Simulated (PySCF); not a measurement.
# C5H10 (trans-2-pentene) at 6 levels

We compute a comparison of 6 runs (BLYP/cc-pVDZ, PBE/cc-pVDZ, SVWN5/cc-pVDZ, TPSS/cc-pVDZ, revPBE/cc-pVDZ, CCSD(T)/cc-pVDZ) of C5H10 (trans-2-pentene). 

The results are computed with PySCF 2.14.0.

### Step 1. The molecule

C5H10 has 15 atoms, charge 0, and is taken as a singlet. SMILES: `C/C=C/CC`. The shape is that of a GFN2-xTB optimisation. This is one conformer, not always the lowest.

Bond lengths: C1–C2 1.493 Å, C2–C3 1.322 Å, C3–C4 1.496 Å, C4–C5 1.528 Å, C1–H6 1.087 Å, C1–H7 1.090 Å, C1–H8 1.090 Å, C2–H9 1.083 Å, C3–H10 1.083 Å, C4–H11 1.095 Å, C4–H12 1.092 Å, C5–H13 1.088 Å, C5–H14 1.088 Å, C5–H15 1.088 Å. Some angles: C1–C2–C3 124.8°, C2–C3–C4 124.9°, C3–C4–C5 111.4°, C1–C2–H9 115.2°, C3–C2–H9 119.9°, C2–C1–H6 111.1°, C2–C1–H7 110.3°, C2–C1–H8 110.2°, C2–C3–H10 119.9°, C4–C3–H10 115.2°.

### Step 2. The energy at BLYP/cc-pVDZ (run 1)

The input, start.xyz:

```xyz
15

C     -0.864920    -2.127420     1.142140
C      0.077310    -1.209260     0.436640
C     -0.283860    -0.142680    -0.256070
C      0.658780     0.777810    -0.965040
C      0.473880     2.224120    -0.507350
H     -1.891430    -1.781040     1.049190
H     -0.609560    -2.191720     2.199430
H     -0.795040    -3.132040     0.724930
H      1.125030    -1.474000     0.513930
H     -1.331430     0.121850    -0.332380
H      0.471460     0.721100    -2.042530
H      1.688570     0.462270    -0.786070
H     -0.542910     2.558680    -0.702370
H      1.160350     2.882590    -1.035130
H      0.663780     2.309750     0.560680
```

The input, job.py:

```python
from pyscf import gto, dft

system = gto.M(
    atom='start.xyz',
    spin=0,
    max_memory=1860,
    charge=0,
    verbose=3,
    basis='cc-pvdz',
)

calc0 = dft.RKS(system, xc='blyp')
calc0.conv_tol = 1e-10
calc0.grids.level = 5
calc0.kernel()
if not calc0.converged:
    calc0 = calc0.newton().run(calc0.mo_coeff, calc0.mo_occ)

e_final = calc0.e_tot
print('E = %.10f Eh' % e_final)
```

Command:

```sh
OMP_NUM_THREADS=1 python job.py
```

The log of the run:

```text
converged SCF energy = -196.404484816437
E = -196.4044848164 Eh
```

Wall time 39 s (1 thread of Intel Xeon at 2.70GHz, shared host); peak memory 0.68 GiB.

### Step 3. The energy at PBE/cc-pVDZ (run 2)

The input, run.py:

```python
from pyscf import gto, dft

molecule = gto.M(
    atom='''
C     -0.864920    -2.127420     1.142140
C      0.077310    -1.209260     0.436640
C     -0.283860    -0.142680    -0.256070
C      0.658780     0.777810    -0.965040
C      0.473880     2.224120    -0.507350
H     -1.891430    -1.781040     1.049190
H     -0.609560    -2.191720     2.199430
H     -0.795040    -3.132040     0.724930
H      1.125030    -1.474000     0.513930
H     -1.331430     0.121850    -0.332380
H      0.471460     0.721100    -2.042530
H      1.688570     0.462270    -0.786070
H     -0.542910     2.558680    -0.702370
H      1.160350     2.882590    -1.035130
H      0.663780     2.309750     0.560680
''',
    basis='cc-pvdz',
    spin=0,
    verbose=3,
    max_memory=1860,
    charge=0,
)

ks = dft.RKS(molecule)
ks.xc = 'pbe'
ks.grids.level = 5
ks.conv_tol = 1e-10
ks.kernel()
if not ks.converged:
    ks = ks.newton().run(ks.mo_coeff, ks.mo_occ)

e_final = ks.e_tot
print('E = %.10f Eh' % e_final)
```

Command:

```sh
OMP_NUM_THREADS=1 python run.py
```

The log of the run:

```text
converged SCF energy = -196.251173615371
E = -196.2511736154 Eh
```

Run time: 52 s. Hardware: 1 thread of Intel Xeon at 2.70GHz, shared host; peak memory 0.68 GiB.

Runs 3 to 5 aren't shown in full; the table further down has their settings and results.

### Step 4. The energy at CCSD(T)/cc-pVDZ (run 6)

The input, calc.py:

```python
# trans-2-pentene
from pyscf import gto, cc

mol = gto.M(
    atom='''
C     -1.634462    -4.020241     2.158332
C      0.146095    -2.285170     0.825130
C     -0.536418    -0.269626    -0.483902
C      1.244914     1.469848    -1.823661
C      0.895503     4.202978    -0.958753
H     -3.574285    -3.365678     1.982682
H     -1.151901    -4.141751     4.156320
H     -1.502408    -5.918698     1.369919
H      2.125999    -2.785456     0.971187
H     -2.516038     0.230263    -0.628107
H      0.890930     1.362682    -3.859822
H      3.190935     0.873564    -1.485457
H     -1.025951     4.835204    -1.327287
H      2.192744     5.447306    -1.956112
H      1.254362     4.364795     1.059532
''',
    unit='bohr',
    charge=0,
    basis='cc-pvdz',
    max_memory=1860,
    verbose=3,
)

hf = mol.RHF()
hf.conv_tol = 1e-10
hf.kernel()
if not hf.converged:
    hf = hf.newton().run(hf.mo_coeff, hf.mo_occ)

mycc = cc.CCSD(hf, frozen=5)
mycc.kernel()
e_t = mycc.ccsd_t()
energy = mycc.e_tot + e_t
print('Final energy', energy)
```

Command:

```sh
OMP_NUM_THREADS=1 python calc.py
```

The log of the run:

```text
converged SCF energy = -195.16026141861
E(CCSD) = -195.9298900883744  E_corr = -0.7696286697642338
CCSD(T) correction = -0.0243769025316518
Final energy -195.95426699090604
```

Wall time 2.5 min (1 thread of Intel Xeon at 2.70GHz, shared host); peak memory 1.8 GiB.

### Step 5. All runs side by side

```csv
run,level,integration grid,frozen core orbitals,energy (Eh),dipole moment (D) of the reference,HOMO energy (eV),LUMO energy (eV),wall time
1,BLYP/cc-pVDZ,5,–,-196.404485,0.07,-5.48,0.11,39 s
2,PBE/cc-pVDZ,5,–,-196.251174,0.07,-5.65,-0.06,52 s
3,SVWN5/cc-pVDZ,5,–,-194.650656,0.08,-5.77,-0.25,36 s
4,TPSS/cc-pVDZ,5,–,-196.578091,0.06,-5.69,0.14,81 s
5,revPBE/cc-pVDZ,5,–,-196.476662,0.06,-5.60,0.02,49 s
6,CCSD(T)/cc-pVDZ,–,5,-195.954267,0.06,-9.29,4.91,2.5 min
```

### Step 6. Outcome

| quantity | value |
| --- | --- |
| run 6: total energy | -195.95427 Eh |
| run 6: dipole moment (Hartree–Fock density) | 0.06 D |
| run 6: HOMO energy (Hartree–Fock orbitals) | -9.29 eV |
| run 6: LUMO energy (Hartree–Fock orbitals) | 4.91 eV |
| run 6: HOMO–LUMO gap (Hartree–Fock orbitals) | 14.20 eV |
| run 6: correlation energy (5 core orbitals frozen) | -794.0 mEh |
| run 6: (T) correction | -24.38 mEh |
| run 6: T1 diagnostic | 0.008 |

What this shows: Over runs 1, 2, 3, 4, 5 the dipole moment (its size) runs from 0.06 D (TPSS/cc-pVDZ) to 0.08 D (SVWN5/cc-pVDZ). Over runs 1, 2, 3, 4, 5 the HOMO–LUMO gap runs from 5.53 eV (SVWN5/cc-pVDZ) to 5.83 eV (TPSS/cc-pVDZ). Totals of different functionals can't be ranked against each other. All runs together took 6.8 min, the longest 2.5 min.
